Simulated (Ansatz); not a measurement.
The input, for Ansatz 0.2.0:

```yaml
crystal:
  periodic: [false, false, false]
  atoms:
    - {symbol: Ge, position_ang: [0.000082, -0.000007, -0.045364]}
    - {symbol: H, position_ang: [3.548245, 0.040905, 1.096132]}
    - {symbol: H, position_ang: [-1.812346, 3.054367, 1.086033]}
    - {symbol: H, position_ang: [-1.741782, -3.094780, 1.087084]}
basis:
  gaussian: {orbitals: 6-31G}
magnetization: {spin_polarized: true, initial_magnetization: 1}
correlation: {method: ccsd_t, electrons: valence}
output: {forces: true}
```

```sh
$ ansatz run in.yaml --threads 1 --pin off --events-out ev --progress --plain --max-ram 2393MiB
```

Question: Roughly how long does this take on 1 thread of Arm Neoverse V1, shared host, and how much host memory?

Answer: 43 s wall and 0.11 GiB.

```
355 factors; integrals over basis functions are off by at most 5.9e-4 eV
mean field evaluation 1: about -56492.1818 eV, gradient 1.2e1 eV
mean field evaluation 2: about -56492.1864 eV, gradient 1.2e1 eV
mean field evaluation 4: about -56500.7849 eV, gradient 1.0e1 eV
mean field evaluation 8: about -56504.0548 eV, gradient 7.6e-1 eV
mean field evaluation 16: about -56504.0530 eV, gradient 3.2e-6 eV
mean field evaluation 32: about -56504.0530 eV, gradient 5.4e-7 eV
mean field evaluation 64: about -56504.0530 eV, gradient 1.1e-4 eV
mean field evaluation 96: about -56504.0379 eV, gradient 1.3e-3 eV
mean field evaluation 128: about -56503.4338 eV, gradient 2.2e-6 eV
mean field evaluation 160: about -56503.5355 eV, gradient 3.2e-2 eV
...
cycle   3  -4.60563644 eV  change    2.0e-8 eV  update   2.8e-8
cycle   4  -4.60563645 eV  change   -7.9e-9 eV  update   2.7e-8
cycle   5  -4.60563642 eV  change    3.0e-8 eV  update   2.6e-8
cycle   6  -4.60563639 eV  change    3.0e-8 eV  update   2.2e-8
cycle   7  -4.60563638 eV  change    1.4e-8 eV  update   1.9e-8
cycle   8  -4.60563635 eV  change    2.4e-8 eV  update   1.5e-8
cycle   9  -4.60563634 eV  change    1.5e-8 eV  update   1.3e-8
cycle  10  -4.60563632 eV  change    1.4e-8 eV  update   1.2e-8
cycle  11  -4.60563630 eV  change    2.0e-8 eV  update   9.3e-9
cycle  12  -4.60563630 eV  change    5.3e-9 eV  update   7.1e-9
perturbative correction -0.05078663 eV, -0.0018663744 hartree
the calculation of the forces begins
Total energy: -56508.70942883 eV, -2076.6567685304 hartree
Atom 0 at     0.000082    -0.000007    -0.045364 Å, force    -0.000202     0.000017     0.112113 eV/Å
Atom 1 at     3.548245     0.040905     1.096132 Å, force    -0.097788    -0.001129    -0.037547 eV/Å
Atom 2 at    -1.812346     3.054367     1.086033 Å, force     0.049967    -0.084189    -0.037268 eV/Å
Atom 3 at    -1.741782    -3.094780     1.087084 Å, force     0.048022     0.085301    -0.037297 eV/Å
Dipole moment:     0.000047    -0.000004    -0.026000 e Å
```

Forces (eV/Å):
```
Ge   0.000  0.000  0.112
H   -0.098 -0.001 -0.038
H    0.050 -0.084 -0.037
H    0.048  0.085 -0.037
```
